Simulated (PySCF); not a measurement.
silicon monoxide cation (OSi), SMILES [Si]=O (connectivity only; charge and spin as stated), charge +1, multiplicity 2. Geometry optimised at B3LYP-D3(BJ)/def2-TZVPD. The multiplicity is an assumed one; other spin states were not compared.

Computed with B3LYP-D3(BJ)/def2-TZVPD (PySCF).

Harmonic wavenumbers (cm⁻¹): 1142. Rotational constants (GHz): 21.38 (linear); symmetry number 1.

### Question
Work out the zero-point energy and the ideal-gas rigid-rotor harmonic-oscillator thermochemistry at 298.15 K and 1 atm.

### Answer
ZPE = ½ Σ hcν = ½ × 1142 cm⁻¹ = 6.83 kJ/mol. H − E(el) = 15.56 kJ/mol. Entropy in J/(mol K): translation 155.96, rotation 55.47, vibration 0.22, spin 5.76, total 217.42. G − E(el) = -49.26 kJ/mol. Cp = 30.13 J/(mol K).
